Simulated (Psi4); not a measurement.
Psi4 input (wB97X-D/6-311+G**):

```
memory 1500 MB

molecule {
0 2
C    -0.11732593   -0.15223322    1.26606261
N     0.09657573    0.48373527    0.05773286
C     0.01340334   -0.28201973   -1.16935247
H     0.04882662    0.42807190    2.16176395
H    -0.86487752   -0.93328472    1.27785534
H     0.83640544    1.16927281    0.06627815
H     0.78928037   -1.05561135   -1.24473288
H     0.09720524    0.38619936   -2.02630962
H    -0.95933461   -0.77527729   -1.21924583
symmetry c1
no_reorient
no_com
}

set {
  basis 6-311+G**
  reference uks
  scf_type pk
  dft_radial_points 99
  dft_spherical_points 590
  e_convergence 1e-8
  d_convergence 1e-7
  maxiter 150
}

e = energy('wb97x-d')
print_out(f'\nFINAL {e:.10f} DIPOLE {variable("CURRENT DIPOLE")[0]:.6f} {variable("CURRENT DIPOLE")[1]:.6f} {variable("CURRENT DIPOLE")[2]:.6f}\n')
```

Predict the final energy.

-134.50312 Eh.
